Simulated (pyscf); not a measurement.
Hydrogen abstraction: H₃C–CH₂–CH₃ + H• → H₃C–CH•–CH₃ + H₂

Gas phase, doublet surface, charge 0. Bonds broken: C2–H7. Bonds formed: H7–H12. PySCF, gas phase, ωB97X-D3(BJ)/def2-SVP geometries.

Transition state (Å):

```xyz
12

C      0.1468     0.2800    -0.6766
C     -0.3525    -0.6194     0.4302
C     -1.2933     0.0018     1.4362
H     -0.6927     0.7530    -1.2125
H      0.7514    -0.2755    -1.4105
H      0.7773     1.0914    -0.2693
H     -1.0769    -1.5744    -0.1894
H      0.4399    -1.2308     0.8897
H     -0.7818     0.7902     2.0179
H     -1.6756    -0.7444     2.1503
H     -2.1568     0.4701     0.9354
H     -1.6239    -2.2062    -0.6455
```

One imaginary mode, 1361i cm⁻¹; descent along it reached the two sides named.

| bond | change | reactant side (Å) | saddle | product side |
|---|---|---|---|---|
| C2–H7 | breaks | 1.104 | 1.349 | 2.7 |
| H7–H12 | forms | 3.3 | 0.952 | 0.762 |

Electronic energies relative to the separated reactants (kcal/mol):

```json
[
 {"level": "ωB97X-D3(BJ)/def2-TZVP", "barrier": "8.7", "reaction energy": "-2.8", "reverse barrier": "11.5"},
 {"level": "PBE/def2-TZVP", "barrier": "3.3", "reaction energy": "-4.0", "reverse barrier": "7.3"},
 {"level": "r²SCAN/def2-TZVP", "barrier": "1.9", "reaction energy": "-7.8", "reverse barrier": "9.7"},
 {"level": "B3LYP-D3(BJ)/def2-TZVP", "barrier": "3.2", "reaction energy": "-6.9", "reverse barrier": "10.1"},
 {"level": "PBE0-D3(BJ)/def2-TZVP", "barrier": "5.7", "reaction energy": "-2.9", "reverse barrier": "8.6"},
 {"level": "M06-2X/def2-TZVP", "barrier": "10.3", "reaction energy": "-3.2", "reverse barrier": "13.5"},
 {"level": "ωB97M-D3(BJ)/def2-TZVP", "barrier": "8.6", "reaction energy": "-2.9", "reverse barrier": "11.5"},
 {"level": "HF/def2-TZVP", "barrier": "19.7", "reaction energy": "-2.8", "reverse barrier": "22.6"}
]
```

With ωB97M-D3(BJ)/def2-TZVP energies and thermal terms (ideal gas, 1 atm, RRHO with modes under 100 cm⁻¹ raised to 100, one conformer, R ln 2 for chiral ones without a mode under 150 cm⁻¹), in kcal/mol:

```csv
T (K),ΔH‡,ΔG‡,ΔH,ΔG
298,5.9,12.0,-5.4,-8.4
600,5.6,18.4,-4.8,-11.7
900,5.6,24.8,-4.8,-15.2
1200,5.6,31.1,-5.1,-18.6
```

This is the saddle that the search found; another between the same sides may lie lower. The angle at the transferred H is 176°.
